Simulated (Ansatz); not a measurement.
## Ansatz (development build ahead of 0.2.0) run

```yaml
crystal:
  periodic: [false, false, false]
  atoms:
    - { symbol: C, position_ang: [0.0, -0.43879, -0.10206] }
    - { symbol: O, position_ang: [0.0, -0.39143, 1.1886] }
    - { symbol: O, position_ang: [0.0, 0.70628, -0.97258] }
    - { symbol: H, position_ang: [0.0, -1.44406, -0.75599] }
    - { symbol: H, position_ang: [0.0, 1.558, -0.35982] }
basis:
  gaussian: { orbitals: cc-pVTZ }
hamiltonian:
  xc: hf
```

The input is written out in the form of the current development build from the run's settings.

The run gave:

```
Converged                       : yes
Total energy                    : -188.79205 hartree
Spin squared of the determinant : 0.000
```

Caution: no unrestricted run beside it, a lower state can exist.
